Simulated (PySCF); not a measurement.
# Chlorine: a sound run and one with changed settings

Sound run: Cl [Ne] 3s2 3p5, Cl⁺ [Ne] 3s2 3p4. All numbers are calculated (PySCF 2.14, scalar relativity by spin-free X2C-1e, in x2c-SVPall). The sound run starts from symmetry-adapted Hartree-Fock orbitals and uses a fine grid where one is needed.

Changed run: radial step 0.8 in ln r (0.13 in the sound run). This setting is unsound on purpose.

```csv
species,method,sound run (hartree),changed run (hartree),converged
Cl,UHF,-460.71238,-460.71238,yes
Cl,r2SCAN,-461.36089,-461.29723,yes
Cl,TPSS,-461.41068,-461.30492,yes
Cl⁺,UHF,-460.28006,-460.28006,yes
Cl⁺,r2SCAN,-460.88321,-460.85736,yes
Cl⁺,TPSS,-460.93669,-460.87585,yes
```

Ionisation energy of Cl:

| method | sound run (eV) | changed run (eV) |
| --- | --- | --- |
| UHF | 11.764 | 11.764 |
| r2SCAN | 12.998 | 11.969 |
| TPSS | 12.898 | 11.676 |

A coarse radial grid mis-integrates the density and the exchange-correlation energy, with errors of either sign; Hartree-Fock needs no grid.

For comparison, NIST gives 12.968 eV between the lowest levels.
